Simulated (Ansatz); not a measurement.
Born–Oppenheimer molecular dynamics of C$_{3}$H$_{8}$O$_{2}$S (14 atoms, charge 0, multiplicity 1). It starts from a relaxed structure.

Theory: Ansatz, UKS B3LYP-D4/STO-3G.

| Quantity | Value |
| --- | --- |
| ensemble | NVE (velocity Verlet) |
| time step | 0.5 fs |
| steps asked | 141 |
| starting velocities drawn for | 3000 K |
| seed | 741231 |

First frame:

```xyz
14
Properties=species:S:1:pos:R:3
C -1.482 0.855 -0.820
O -0.717 1.017 0.429
C 0.481 0.144 0.389
C 0.151 -1.391 0.260
O 1.327 0.452 -0.764
S 1.272 0.569 2.021
H -0.823 0.870 -1.713
H -2.075 -0.084 -0.835
H -2.180 1.712 -0.870
H -0.223 -1.619 -0.749
H 1.061 -1.985 0.435
H -0.610 -1.674 1.002
H 1.533 1.449 -0.614
H 2.269 -0.344 1.856
```

Question: How far do the bonds stretch over the last three quarters of this one trajectory? (Pairs bonded in most of those frames.)

Answer: 
| bond | mean (Å) | spread (Å) | shortest | longest |
| --- | --- | --- | --- | --- |
| C1–O2 | 1.510 | 0.112 | 1.32 | 1.69 |
| C1–H7 | 1.116 | 0.013 | 1.09 | 1.15 |
| C1–H8 | 1.142 | 0.089 | 0.99 | 1.29 |
| C1–H9 | 1.128 | 0.068 | 1.01 | 1.24 |
| O2–C3 | 1.527 | 0.098 | 1.34 | 1.67 |
| C3–C4 | 1.647 | 0.119 | 1.44 | 1.82 |
| C3–O5 | 1.466 | 0.037 | 1.40 | 1.55 |
| C3–S6 | 1.874 | 0.088 | 1.71 | 1.99 |
| C4–H10 | 1.110 | 0.008 | 1.09 | 1.13 |
| C4–H11 | 1.117 | 0.054 | 1.02 | 1.21 |
| C4–H12 | 1.106 | 0.022 | 1.07 | 1.15 |
| O5–H13 | 1.036 | 0.024 | 1.00 | 1.08 |
| S6–H14 | 1.401 | 0.093 | 1.25 | 1.54 |

Mean temperature of the second half: 1538 K. The conserved energy stayed within 1.7 meV per atom of its start (net change 0.86 meV per atom), so the integration is sound. The temperature averaged 0.51 of the 3000 K drawn at the start: a run that starts near a minimum puts about half its kinetic energy into the potential. A run of 0.07 ps of so small a system gives no equilibrium averages. Limits of this set-up: minimal basis.

The run took 10 min on 1 thread of Arm Neoverse V2, on a shared host, peak memory 0.17 GiB.
